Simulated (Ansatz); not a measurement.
BH (SMILES [BH]): methods side by side

BH has 2 atoms, charge 0, and is taken as a singlet. As SMILES, `[BH]`. The bond length is the measured one.

| atom | x (Å) | y (Å) | z (Å) |
| --- | --- | --- | --- |
| B | 0.0000 | 0.0000 | 0.0000 |
| H | 0.0000 | 0.0000 | 1.2324 |

Quantity: the energy change with the B1–H2 bond stretched from 1.232 to 3.081 Å, in eV. The values are calculated.

| level | kind | program | value (eV) | less FCI/3-21G |
| --- | --- | --- | --- | --- |
| SVWN5/3-21G (restricted) | LDA | Ansatz | 3.74 | +0.91 |
| r2SCAN/3-21G (restricted) | meta-GGA | Ansatz | 3.89 | +1.06 |
| r2SCAN0/3-21G (restricted) | hybrid meta-GGA | Ansatz | 4.29 | +1.46 |
| wB97M-V/3-21G (restricted) | range-separated hybrid | Ansatz | 4.53 | +1.70 |
| wB97X/3-21G (restricted) | range-separated hybrid | Ansatz | 4.71 | +1.88 |
| BCCD(T)/3-21G (restricted) | coupled cluster or CI | Ansatz | 2.82 | -0.01 |
| CCSD/3-21G (restricted) | coupled cluster or CI | Ansatz | 2.89 | +0.06 |
| CCSDTQ/3-21G (restricted) | coupled cluster or CI | Ansatz | 2.83 | 0.00 |
| FCI/3-21G | exact in the basis | Ansatz | 2.83 | 0.00 |

FCI/3-21G is exact within its basis and frozen core, so for wave-function methods in that basis the difference is their error; functionals converge differently with the basis, so for them it is only a difference. The first shape isn't each level's own minimum. The values span 2.82 to 4.71 eV. All rows use very small basis sets, so even the best lies far from the true value.
